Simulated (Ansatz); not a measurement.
A made-up structure of CH$_{4}$NSi, doublet:

```tsv
atom	x (Å)	y (Å)	z (Å)
C1	-0.9233	-1.6847	0.1350
N2	-0.0039	-0.9502	-0.1599
Si3	0.5709	0.6871	-0.1438
H4	-1.8935	-1.4560	0.6170
H5	0.8308	1.0729	-1.5498
H6	-0.4102	1.6299	0.4647
H7	-1.1544	-2.4616	0.8181
```

It is relaxed with PBE-D4/def2-SVP and then PBE0-D4/def2-TZVP (Ansatz 0.2.0). Atoms count as bonded within 1.22 times the sum of their covalent radii (H–H: 0.88 Å). The end point is not checked to be a true minimum.

(1) Does its bonding change? (A judgement: the text doesn't fix the answer.)

Answers

(1) The calculation gives: No: no bond forms or breaks.

Where it ends: The first stage lowers the energy by 2.21 eV in 15 steps. It ends as CH₄NSi ([CH2][N][SiH2]):
```json
{"atom": "C1", "x (Å)": "-0.9646", "y (Å)": "-1.5895", "z (Å)": "0.3887"}
{"atom": "N2", "x (Å)": "0.0275", "y (Å)": "-1.0446", "z (Å)": "-0.1759"}
{"atom": "Si3", "x (Å)": "0.4293", "y (Å)": "0.6285", "z (Å)": "-0.1392"}
{"atom": "H4", "x (Å)": "-1.7472", "y (Å)": "-1.0397", "z (Å)": "0.9335"}
{"atom": "H5", "x (Å)": "1.0542", "y (Å)": "1.0219", "z (Å)": "-1.4242"}
{"atom": "H6", "x (Å)": "-0.6945", "y (Å)": "1.5378", "z (Å)": "0.2477"}
{"atom": "H7", "x (Å)": "-1.0883", "y (Å)": "-2.6770", "z (Å)": "0.3505"}
```

Labels in which every atom is bracketed show which atoms are joined, not bond orders.

For scale, one of the runs: PBE0-D4/def2-TZVP relaxation, 123 basis functions, launched by `ansatz run in.yaml --threads 2 --pin off --events-out ev --progress --plain --max-ram 4352MiB`. Hardware: 2 CPU threads of an Arm Neoverse V1, shared host. Wall time about 30 s.
